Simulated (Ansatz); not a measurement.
Cost and result for the atomization energy of CH₅NSi, SMILES `C1N[SiH2]1` (8 atoms, 8 bonds).

Charge 0, multiplicity 1. Geometry: relaxed with PBE0-D4/def2-TZVP. Program: Ansatz. All runs use 2 threads of an Arm Neoverse V1 on a shared host. Times are those of one run each, without the atoms' runs, and a repeat can differ threefold. Electronic energies, without spin–orbit coupling; frozen cores. CCSD(T)/CBS adds CCSD(T) − MP2 in def2-TZVPP to the MP2 limit, and its time is that of the two runs behind it. T1 = 0.012. B3LYP takes the VWN-RPA correlation (the form of Gaussian; ORCA's B3LYP/G). HSE06 is the plane-wave form, built on full-range PBE exchange.

CCSD(T)/CBS is a level of theory with its own doubt, some kJ/mol a heavy atom from the limit and from the frozen cores, so smaller differences don't rank the functionals.

| level | functions | wall time |
| --- | --- | --- |
| CCSD(T)/def2-SVP | 71 | 1.3 s |
| BLYP-D4/def2-TZVPP | 174 | 1.6 s |
| PBE-D4/def2-TZVPP (with forces) | 174 | 2.1 s |
| BHLYP-D4/def2-TZVPP | 174 | 2.3 s |
| CAM-B3LYP-D4/def2-TZVPP | 174 | 2.4 s |
| HSE06-D4/def2-TZVPP | 174 | 2.5 s |
| B3LYP-D4/def2-TZVPP (with forces) | 174 | 2.9 s |
| ωB97X-V/def2-TZVPP | 174 | 6 s |
| B97M-V/def2-TZVPP | 174 | 8 s |
| ωB97M-V/def2-TZVPP (with forces) | 174 | 8 s |
| MP2/def2-QZVPP | 334 | 14 s |
| CCSD(T)/def2-TZVPP | 174 | 26 s |
| CCSD(T)/CBS(def2) | – | 40 s |

Problem. What atomization energy does each give, and how far from CCSD(T)/CBS? (Best estimate.)

Solution. The calculation gave: 
```csv
level,atomization (kcal/mol),difference from CCSD(T)/CBS,per bond
CCSD(T)/def2-SVP,597.8,-47.1,-5.9
BLYP-D4/def2-TZVPP,645.6,0.7,0.1
PBE-D4/def2-TZVPP (with forces),656.4,11.5,1.4
BHLYP-D4/def2-TZVPP,627.4,-17.5,-2.2
CAM-B3LYP-D4/def2-TZVPP,648.7,3.8,0.5
HSE06-D4/def2-TZVPP,645.3,0.4,0.1
B3LYP-D4/def2-TZVPP (with forces),646.6,1.7,0.2
ωB97X-V/def2-TZVPP,649.7,4.8,0.6
B97M-V/def2-TZVPP,647.4,2.5,0.3
ωB97M-V/def2-TZVPP (with forces),648.5,3.6,0.4
MP2/def2-QZVPP,642.6,-2.3,-0.3
CCSD(T)/def2-TZVPP,625.2,-19.7,-2.5
CCSD(T)/CBS(def2),644.9,0.0,0.0
```

From BLYP to BHLYP (50 % exact exchange), in def2-TZVPP and without D4, the atomization energy moves by −15.0 kcal/mol: exact exchange takes away binding that semilocal exchange gives to molecules. Leaving LDA and LC-ωPBE aside and taking each functional with its dispersion term where it has one, the values spread over 29.0 kcal/mol, from BHLYP-D4 to PBE-D4. LDA lies +84.0 kcal/mol from PBE without D4, its usual overbinding. At CCSD(T), def2-SVP lies −47.1 kcal/mol from the extrapolated value and def2-TZVPP −19.7 kcal/mol: correlation converges slowly with the basis, and small sets miss more of it in the bonded molecule than in its fragments.
